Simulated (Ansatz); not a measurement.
This Ansatz (a program for electronic structure) input (MP2/aug-cc-pVQZ) gives -40.42735 Eh with 264 basis functions.

Ansatz 0.2 input:
```yaml
crystal:
  periodic: [false, false, false]
  atoms:
    - {symbol: C, position_ang: [-0.00000000, 0.00000000, -0.00000000]}
    - {symbol: H, position_ang: [0.62054657, 0.62688914, 0.63896175]}
    - {symbol: H, position_ang: [-0.64285838, -0.62489528, 0.61852983]}
    - {symbol: H, position_ang: [0.63693263, -0.63278043, -0.61664082]}
    - {symbol: H, position_ang: [-0.61462083, 0.63078657, -0.64085076]}
basis:
  gaussian:
    orbitals: aug-cc-pVQZ
magnetization: {spin_polarized: false}
correlation: {method: mp2, electrons: outside_noble_gas}
```

Change:
```diff
- orbitals: aug-cc-pVQZ
+ orbitals: aug-pcseg-3
```

**Question.** What does the run give now?

**Answer.** -40.42557 Eh (MP2/aug-pcseg-3, 281 functions), a change of +1.78 mEh.
